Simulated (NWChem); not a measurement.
System: hydrazine (N2H4); SMILES NN

Parts of the log:

```
             Northwest Computational Chemistry Package (NWChem) 7.3.0
             --------------------------------------------------------

 C2  symmetry detected

                             Geometry "geometry" -> ""
                             -------------------------

 Output coordinates in angstroms (scale by  1.889725989 to convert to a.u.)

  No.       Tag          Charge          X              Y              Z
 ---- ---------------- ---------- -------------- -------------- --------------
    1 N                    7.0000    -0.06050112     0.70817262     0.07813011
    2 N                    7.0000     0.06050112    -0.70817262     0.07813011
    3 H                    1.0000     0.86199303     1.10423933     0.29721611
    4 H                    1.0000    -0.32713995     1.08987014    -0.84412689
    5 H                    1.0000    -0.86199303    -1.10423933     0.29721611
    6 H                    1.0000     0.32713995    -1.08987014    -0.84412689

 Effective nuclear repulsion energy (a.u.)      41.4198222993

      Symmetry information
      --------------------

 Group name             C2
 Group number              4
 Group order               2
 No. of unique centers     3

                                 NWChem DFT Module
                                 -----------------

 Summary of "ao basis" -> "ao basis" (spherical)
 ------------------------------------------------------------------------------
       Tag                 Description            Shells   Functions and Types
 ---------------- ------------------------------  ------  ---------------------
 N                         def2-tzvp                11       31   5s3p2d1f
 H                         def2-tzvp                 4        6   3s1p

      Symmetry analysis of basis
      --------------------------

        a          43
        b          43

            General Information
            -------------------
          SCF calculation type: DFT
          Wavefunction type:  closed shell.
          No. of atoms     :     6
          No. of electrons :    18
           Alpha electrons :     9
            Beta electrons :     9
          Charge           :     0
          Spin multiplicity:     1
          Use of symmetry is: on ; symmetry adaption is: on
          Maximum number of iterations: 150
          AO basis - number of functions:    86
                     number of shells:    38
          Convergence on energy requested:  1.00D-06
          Convergence on density requested:  1.00D-05
          Convergence on gradient requested:  5.00D-04

              XC Information
              --------------
                         B3LYP Method XC Potential
                     Hartree-Fock (Exact) Exchange  0.200
                        Slater Exchange Functional  0.800 local
                    Becke 1988 Exchange Functional  0.720 non-local
              Lee-Yang-Parr Correlation Functional  0.810
                  VWN I RPA Correlation Functional  0.190 local

             Grid Information
             ----------------
          Grid used for XC integration:  medium
          Radial quadrature: Mura-Knowles
          Angular quadrature: Lebedev.
          Tag              B.-S. Rad. Rad. Pts. Rad. Cut. Ang. Pts.
          ---              ---------- --------- --------- ---------
          N                   0.65       49           8.0       434
          H                   0.35       45           9.0       434
          Grid pruning is: on
          Number of quadrature shells:   139
          Spatial weights used:  Erf1

      Superposition of Atomic Density Guess
      -------------------------------------

 Sum of atomic energies:        -110.62234044

      Non-variational initial energy
      ------------------------------

 Total energy =    -111.521194
 1-e energy   =    -230.992367
 2-e energy   =      78.051351
 HOMO         =      -0.316570
 LUMO         =       0.065227

      Symmetry analysis of molecular orbitals - initial
      -------------------------------------------------

  Numbering of irreducible representations:

     1 a           2 b

  Orbital symmetries:

     1 a           2 b           3 a           4 b           5 a
     6 b           7 a           8 b           9 a          10 a
    11 b          12 a          13 b          14 b          15 a
    16 a          17 b          18 a          19 b

   convergence    iter        energy       DeltaE   RMS-Dens  Diis-err
 ---------------- ----- ----------------- --------- --------- ---------
 d= 0,ls=0.0,diis     1   -111.8858960676 -1.53D+02  6.26D-03  3.90D-01
 d= 0,ls=0.0,diis     2   -111.9104323472 -2.45D-02  3.03D-03  6.40D-02
 d= 0,ls=0.0,diis     3   -111.9131583970 -2.73D-03  1.15D-03  4.24D-02
 d= 0,ls=0.0,diis     4   -111.9174532140 -4.29D-03  2.24D-04  8.56D-04
 d= 0,ls=0.0,diis     5   -111.9175425830 -8.94D-05  2.03D-05  1.06D-05
  Resetting Diis
 d= 0,ls=0.0,diis     6   -111.9175437574 -1.17D-06  3.90D-06  1.48D-07
 d= 0,ls=0.0,diis     7   -111.9175437737 -1.63D-08  9.62D-07  3.47D-09

         Total DFT energy =     -111.917543773697
      One electron energy =     -233.178719598286
           Coulomb energy =       95.144503441697
    Exchange-Corr. energy =      -15.303149916362
 Nuclear repulsion energy =       41.419822299254

 Numeric. integr. density =       17.999997704938

                  Occupations of the irreducible representations
                  ----------------------------------------------

                     irrep           alpha         beta
                     --------     --------     --------
                     a                 5.0          5.0
                     b                 4.0          4.0

                       DFT Final Molecular Orbital Analysis
                       ------------------------------------

 Vector    7  Occ=2.000000D+00  E=-4.531525D-01  Symmetry=a
              MO Center= -3.3D-15, -1.6D-14,  1.4D-01, r^2= 1.6D+00
   Bfn.  Coefficient  Atom+Function         Bfn.  Coefficient  Atom+Function
  ----- ------------  ---------------      ----- ------------  ---------------
     7      0.234607  1 N  py                38     -0.234607  2 N  py
    10      0.184989  1 N  py                41     -0.184989  2 N  py
    64      0.164382  3 H  s                 76      0.164382  5 H  s
    63      0.121096  3 H  s                 75      0.121096  5 H  s
     6      0.117553  1 N  px                37     -0.117553  2 N  px

 Vector    8  Occ=2.000000D+00  E=-2.567133D-01  Symmetry=b
              MO Center=  4.8D-17,  7.4D-15,  1.2D-01, r^2= 1.6D+00
   Bfn.  Coefficient  Atom+Function         Bfn.  Coefficient  Atom+Function
  ----- ------------  ---------------      ----- ------------  ---------------
     8      0.253566  1 N  pz                39     -0.253566  2 N  pz
    14      0.201616  1 N  pz                45     -0.201616  2 N  pz
    11      0.198281  1 N  pz                42     -0.198281  2 N  pz
     4      0.162534  1 N  s                 35     -0.162534  2 N  s
     6     -0.138260  1 N  px                12     -0.138710  1 N  px

 Vector    9  Occ=2.000000D+00  E=-2.559014D-01  Symmetry=a
              MO Center=  1.7D-16, -2.5D-15,  1.6D-01, r^2= 1.6D+00
   Bfn.  Coefficient  Atom+Function         Bfn.  Coefficient  Atom+Function
  ----- ------------  ---------------      ----- ------------  ---------------
     6      0.245903  1 N  px                37     -0.245903  2 N  px
    12      0.195470  1 N  px                43     -0.195470  2 N  px
     9      0.192554  1 N  px                40     -0.192554  2 N  px
     8     -0.149863  1 N  pz                39     -0.149863  2 N  pz
    14     -0.135920  1 N  pz                45     -0.135920  2 N  pz

 Vector   10  Occ=0.000000D+00  E= 2.006787D-02  Symmetry=a
              MO Center=  3.9D-14, -4.3D-14, -8.2D-01, r^2= 5.0D+00
   Bfn.  Coefficient  Atom+Function         Bfn.  Coefficient  Atom+Function
  ----- ------------  ---------------      ----- ------------  ---------------
     5      1.188190  1 N  s                 36      1.188190  2 N  s
    71     -1.019008  4 H  s                 83     -1.019008  6 H  s
    65     -0.647569  3 H  s                 77     -0.647569  5 H  s
    13      0.248973  1 N  py                44     -0.248973  2 N  py
    14     -0.229341  1 N  pz                45     -0.229341  2 N  pz

 Vector   11  Occ=0.000000D+00  E= 4.997460D-02  Symmetry=b
              MO Center= -5.2D-14,  1.4D-14, -2.0D-01, r^2= 6.1D+00
   Bfn.  Coefficient  Atom+Function         Bfn.  Coefficient  Atom+Function
  ----- ------------  ---------------      ----- ------------  ---------------
     5      1.861450  1 N  s                 36     -1.861450  2 N  s
    65     -1.030008  3 H  s                 77      1.030008  5 H  s
    71     -0.879393  4 H  s                 83      0.879393  6 H  s
    12      0.277257  1 N  px                43      0.277257  2 N  px
    14     -0.220680  1 N  pz                45      0.220680  2 N  pz

 Vector   12  Occ=0.000000D+00  E= 9.363335D-02  Symmetry=a
              MO Center=  3.5D-13,  5.8D-13, -1.1D-01, r^2= 5.8D+00
   Bfn.  Coefficient  Atom+Function         Bfn.  Coefficient  Atom+Function
  ----- ------------  ---------------      ----- ------------  ---------------
    65      1.409828  3 H  s                 77      1.409828  5 H  s
    71     -0.994672  4 H  s                 83     -0.994672  6 H  s
    12     -0.632955  1 N  px                43      0.632955  2 N  px
    14     -0.356876  1 N  pz                45     -0.356876  2 N  pz
     5     -0.261043  1 N  s                 36     -0.261043  2 N  s

     Multipole analysis of the density
     ---------------------------------

     L   x y z        total         alpha         beta         nuclear
     -   - - -        -----         -----         ----         -------
     0   0 0 0     -0.000000     -9.000000     -9.000000     18.000000

     1   1 0 0     -0.000000     -0.000000     -0.000000     -0.000000
     1   0 1 0     -0.000000     -0.000000     -0.000000      0.000000
     1   0 0 1     -0.818796     -0.409398     -0.409398     -0.000000

     2   2 0 0     -9.602782     -7.928483     -7.928483      6.254185
     2   1 1 0      2.000597     -0.054558     -0.054558      2.109713
     2   1 0 1     -0.000000     -0.000000     -0.000000      0.000000
     2   0 2 0     -9.398336    -25.831729    -25.831729     42.265122
     2   0 1 1     -0.000000     -0.000000     -0.000000     -0.000000
     2   0 0 2     -9.876948     -7.951087     -7.951087      6.025227

                                 NWChem DFT Module
                                 -----------------

      Symmetry analysis of basis
      --------------------------

        a          43
        b          43

            General Information
            -------------------
          SCF calculation type: DFT
          Wavefunction type:  spin polarized.
          No. of atoms     :     6
          No. of electrons :    17
           Alpha electrons :     9
            Beta electrons :     8
          Charge           :     1
          Spin multiplicity:     2
          Use of symmetry is: on ; symmetry adaption is: on
          Maximum number of iterations: 150
          AO basis - number of functions:    86
                     number of shells:    38
          Convergence on energy requested:  1.00D-06
          Convergence on density requested:  1.00D-05
          Convergence on gradient requested:  5.00D-04

              XC Information
              --------------
                         B3LYP Method XC Potential
                     Hartree-Fock (Exact) Exchange  0.200
                        Slater Exchange Functional  0.800 local
                    Becke 1988 Exchange Functional  0.720 non-local
              Lee-Yang-Parr Correlation Functional  0.810
                  VWN I RPA Correlation Functional  0.190 local

             Grid Information
             ----------------
          Grid used for XC integration:  medium
          Radial quadrature: Mura-Knowles
          Angular quadrature: Lebedev.
          Tag              B.-S. Rad. Rad. Pts. Rad. Cut. Ang. Pts.
          ---              ---------- --------- --------- ---------
          N                   0.65       49           8.0       434
          H                   0.35       45           9.0       434
          Grid pruning is: on
          Number of quadrature shells:   139
          Spatial weights used:  Erf1

      Superposition of Atomic Density Guess
      -------------------------------------

 Sum of atomic energies:        -110.62234044

 Renormalizing density from      18.00 to     17

      Non-variational initial energy
      ------------------------------

 Total energy =    -107.119758
 1-e energy   =    -218.159458
 2-e energy   =      69.619878
 HOMO         =      -0.762876
 LUMO         =      -0.288058

   Symmetry analysis of molecular orbitals - initial alpha
   -------------------------------------------------------

  Numbering of irreducible representations:

     1 a           2 b

  Orbital symmetries:

     1 a           2 b           3 a           4 b           5 a
     6 b           7 a           8 b           9 a          10 b
    11 a          12 b          13 a          14 b          15 a
    16 a          17 b          18 a          19 b

   Symmetry analysis of molecular orbitals - initial beta
   ------------------------------------------------------

  Numbering of irreducible representations:

     1 a           2 b

  Orbital symmetries:

     1 a           2 b           3 a           4 b           5 a
     6 b           7 a           8 b           9 a          10 b
    11 a          12 b          13 a          14 b          15 a
    16 a          17 b          18 a          19 b

   convergence    iter        energy       DeltaE   RMS-Dens  Diis-err
 ---------------- ----- ----------------- --------- --------- ---------
 d= 0,ls=0.0,diis     1   -111.4530382768 -1.53D+02  4.85D-03  2.71D-01
                                                     5.11D-03  2.63D-01
 d= 0,ls=0.0,diis     2   -111.4364820487  1.66D-02  2.94D-03  2.87D-01
                                                     2.86D-03  2.42D-01
 d= 0,ls=0.0,diis     3   -111.5477149825 -1.11D-01  2.70D-04  3.92D-03
                                                     3.38D-04  4.12D-03
 d= 0,ls=0.0,diis     4   -111.5495235750 -1.81D-03  5.27D-05  4.68D-05
                                                     6.11D-05  4.35D-05
 d= 0,ls=0.0,diis     5   -111.5495600391 -3.65D-05  2.35D-05  6.92D-06
                                                     4.07D-05  5.66D-06
  Resetting Diis
 d= 0,ls=0.0,diis     6   -111.5495681380 -8.10D-06  9.65D-06  5.68D-07
                                                     1.50D-05  4.58D-07
 d= 0,ls=0.0,diis     7   -111.5495689955 -8.58D-07  1.97D-06  3.33D-08
                                                     2.12D-06  3.05D-08

         Total DFT energy =     -111.549568995538
      One electron energy =     -227.146609205379
           Coulomb energy =       89.131542316228
    Exchange-Corr. energy =      -14.954324405642
 Nuclear repulsion energy =       41.419822299254

 Numeric. integr. density =       16.999997276061

                  Occupations of the irreducible representations
                  ----------------------------------------------

                     irrep           alpha         beta
                     --------     --------     --------
                     a                 5.0          4.0
                     b                 4.0          4.0

                    DFT Final Alpha Molecular Orbital Analysis
                    ------------------------------------------

[...]
```

Level: B3LYP/def2-TZVP, vertical spin-unrestricted ions. Coordinates come from a PBE-D3(BJ)/def2-SVP optimisation.

Problem. Reconstruct the input file.

Solution. One answer among several that fit: the input that was run:
```
start job
memory heap 200 mb stack 900 mb global 1100 mb
geometry units angstroms noautoz
  N     -0.068466     0.707447     0.075727
  N      0.068466    -0.707447     0.075727
  H      0.849513     1.113869     0.294813
  H     -0.339383     1.086120    -0.846530
  H     -0.849513    -1.113869     0.294813
  H      0.339383    -1.086120    -0.846530
end
basis spherical
  N library def2-tzvp
  H library def2-tzvp
end
dft
  xc b3lyp
  iterations 150
  vectors input atomic output neutral.movecs
end
task dft energy
charge 1
dft
  odft
  mult 2
  vectors input atomic output cation.movecs
end
task dft energy
```
